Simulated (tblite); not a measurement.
Species: C2H7NP (charge -1).
Geometry (GFN2-xTB, Å), atoms numbered from 1 in this order:
```
atom  x, y, z in Å
C1     0.7172   -0.9643   -0.3779
N2    -0.0559    0.2325   -0.5765
C3    -1.1845    0.2805    0.3142
P4     0.8865    1.7243   -0.6667
H5     1.1062   -1.0656    0.6525
H6     0.0947   -1.8464   -0.5933
H7     1.5653   -0.9430   -1.0597
H8    -1.7166    1.2146    0.1442
H9    -0.8986    0.2356    1.3816
H10   -1.8565   -0.5668    0.1072
H11    1.3476    1.7013    0.6483
```

Level: GFN2-xTB in tblite, geometry and Hessian alike; calculated harmonic values, unscaled, isolated species. Against measured fundamentals such values can be off by several per cent, at times by over 20. Modes of hydrogen on phosphorus can be 10 to 20 % off. One conformer, not necessarily the lowest.

**Question.** How many normal modes are there?

**Answer.** 11 atoms, non-linear: 3N − 6 = 27.

**Question.** What is the point group of the computed structure, and how do the modes divide by symmetry?

**Answer.** Cs. The vibrations span 15 a′ + 12 a″.

**Question.** How many distinct wavenumbers does the calculation give?

**Answer.** 27: Cs has no degenerate species.

**Question.** How many fundamentals are allowed in the infrared by symmetry?

**Answer.** 27 of 27: in Cs every mode is allowed. All fundamentals are allowed in the Raman spectrum.

**Question.** How far is the lowest real mode excited at 500 K, as a harmonic oscillator?

**Answer.** 204.1 cm⁻¹ is a vibrational temperature θ of 294 K. The population of v = 1 over v = 0 is exp(−θ/T) = 0.56, and the mean quantum number is 1.3.
